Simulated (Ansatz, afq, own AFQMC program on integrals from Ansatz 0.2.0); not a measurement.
CH₂O, triplet: a scan with AFQMC

```csv
atom,x (Å),y (Å),z (Å)
O,0.0000,0.0000,0.6438
C,0.0000,0.0000,-0.6606
H,0.0000,-0.9567,-1.1734
H,0.0000,0.9567,-1.1734
```

The O1–C2 distance is changed with both sides rigid. Energies in kJ/mol count from this geometry (1.304 Å) at the same level; the start stands on UHF, each point on the determinant named.

Basis cc-pVDZ. Noble-gas cores (and the filled d shells of Ga–Kr and In–Xe) are frozen. AFQMC by an in-house program on the Cholesky factors that Ansatz 0.2.0 writes for its CCSD(T) run. The CISD trial takes its coefficients from CCSD amplitudes. Released means that phaseless walkers are propagated on without the constraint, phases kept. Error bars are statistical, one sigma.

Cautions, each for one point or more: CCSDT(Q) on the ROHF determinant differs, perhaps since the unrestricted series falls towards higher spin; CCSDT(Q) on the UHF determinant differs, perhaps since the unrestricted series falls towards higher spin; a spin-contaminated unrestricted determinant lies lower; an unrestricted solution with more broken spin lies lower; cluster runs in doubt by the program's own checks; higher spins were not checked; lower spins were not checked; released walk and highest rung disagree; strong correlation; the ph-AFQMC/CISD walk drifts between its halves; unrestricted determinant spin contaminated; walk and cluster series may follow different spin states.

```
r(O1–C2) / Å   det.     T1  weight  ⟨S²⟩    PBE0  wB97M-V  CCSD(T)
       1.059    UHF  0.023    0.90  2.02   263.6    265.5    293.0
       1.579    UHF  0.026    0.89  2.02    94.6     93.9     75.6
       2.111  UHF†¶  0.025    0.83  2.02       –        –    316.0
       2.845  ROHF†  0.013    0.89  pure  483.5§   493.7§    467.0
       4.502   UHF¶  0.032    0.83  2.87  494.6§   505.5§    415.2
```

Question: Estimate the curve of phaseless AFQMC with a CISD trial, counted from the same start.

Answer: 
```tsv
r(O1–C2) / Å	det.	T1	weight	⟨S²⟩	ph-AFQMC/CISD	released AFQMC	CCSDT(Q)
1.059	UHF	0.023	0.90	2.02	293.8 ± 1.5	293.1 ± 2.2	293.6
1.579	UHF	0.026	0.89	2.02	74.1 ± 1.8	76.2 ± 2.6	74.3
2.111	UHF†¶	0.025	0.83	2.02	321.5 ± 2.4	322.5 ± 4.0*	307.6
2.845	ROHF†	0.013	0.89	pure	471.2 ± 1.9	–	462.1
4.502	UHF¶	0.032	0.83	2.87	474.6 ± 2.1	–	391.8
```

Weight is that of the determinant in the CISD state; at the start T1 is 0.026 and the weight 0.89, and ⟨S²⟩ is 2.01. ¶ marks points with a poor determinant and no full CI, where no value is sure; they don't count among the departures. An asterisk marks released energies that aren't shown to be converged. A dagger marks points whose determinant fills other symmetries than the start's, so the wave-function levels may follow another state there, or a degenerate partner. Symmetry can't show for every point that it stays on the start's state. A dash marks a missing value, a released energy that hasn't settled or a functional that sits on another state. § marks a functional whose ⟨S²⟩ is too high by over 0.1. Largest departures from phaseless AFQMC with a CISD trial: CCSD(T) -4.2 kJ/mol at 2.845 (on ROHF), released AFQMC 2.1 kJ/mol at 1.579 (on UHF) (within the noise), CCSDT(Q) -9.2 kJ/mol at 2.845 (on ROHF), PBE0 -30.3 kJ/mol at 1.059, wB97M-V -28.4 kJ/mol at 1.059. The walk's constraint bias lies outside its error bars, so these are departures and not errors. Functionals count only at points shown to share the start's state and spin. In this small basis the wave-function levels are far from their limit, so their gap to the functionals isn't the functionals' error.

CCSDT and higher add their correlation energy to the determinant of the CCSD(T) run, since their own runs factorise the integrals more tightly (a shift of under 2 meV). A walk keeps the symmetry of its determinant, which the program's search chose and which needn't be the lowest solution, so a lower state of the same spin and another symmetry isn't excluded.
